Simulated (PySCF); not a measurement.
All of these have the formula C4H12N2. Method used: TDDFT B3LYP/def2-SVPD, vertical, gas phase, core orbitals frozen in the response (PySCF 2.14.0, density-fitted response routines). Geometries: PBE0-D3(BJ)/def2-SVP; one conformer of each isolated species. Triplets are in the Tamm–Dancoff approximation.

A. `CNCCNC`
B. `CNCCCN`
C. `N[C@@H](C)CCN`
D. `CCNCCN`

Lowest singlet levels (six at most, fewer where fewer were computed) with oscillator strengths:

1. 5.28 eV (f 0.012); 5.66 eV (f 0.001); 5.85 eV (f 0.009); 6.02 eV (f 0.005); 6.11 eV (f 0.036); 6.40 eV (f 0.019); T1 5.14 eV
2. 5.71 eV (f 0.003); 6.07 eV (f 0.025); 6.33 eV (f 0.017); 6.43 eV (f 0.034); 6.69 eV (f 0.026); 6.74 eV (f 0.010); T1 5.52 eV
3. 6.08 eV (f 0.007); 6.14 eV (f 0.038); 6.58 eV (f 0.004); 6.67 eV (f 0.003); 6.96 eV (f 0.002); 6.98 eV (f 0.028); T1 5.82 eV
4. 5.07 eV (f 0.004); 5.75 eV (f 0.009); 5.84 eV (f 0.008); 6.11 eV (f 0.003); 6.28 eV (f 0.007); 6.69 eV (f 0.009); T1 5.00 eV

Question: Match each spectrum to its molecule.

Answer: 1 = A, 2 = D, 3 = C, 4 = B.
- A: S1 at 5.28 eV, HOMO→LUMO (92%); Löwdin shares by element: HOMO nitrogen 56%, carbon 17% or more (atoms not listed hold the other 26%); LUMO carbon 38% or more, hydrogen 9% or more (atoms not listed hold the other 53%); HOMO -5.72 and LUMO 0.43 eV.
- B: S1 at 5.07 eV, HOMO→LUMO (97%); Löwdin shares by element: HOMO nitrogen 55% or more, carbon 23% or more (atoms not listed hold the other 23%); LUMO hydrogen 26% or more, carbon 15% or more, nitrogen 10% or more (atoms not listed hold the other 49%); HOMO -5.62 and LUMO 0.26 eV.
- C: S1 at 6.08 eV, HOMO→LUMO (50%), HOMO→LUMO+1 (40%); Löwdin shares by element: HOMO nitrogen 63%, carbon 12% or more, hydrogen 6% or more (atoms not listed hold the other 18%); LUMO carbon 25% or more, hydrogen 15% or more (atoms not listed hold the other 60%); HOMO -6.67 and LUMO 0.42 eV.
- D: S1 at 5.71 eV, HOMO→LUMO (92%); Löwdin shares by element: HOMO nitrogen 56%, carbon 18% or more (atoms not listed hold the other 27%); LUMO carbon 34% or more, hydrogen 12% or more (atoms not listed hold the other 54%); HOMO -6.32 and LUMO 0.34 eV.
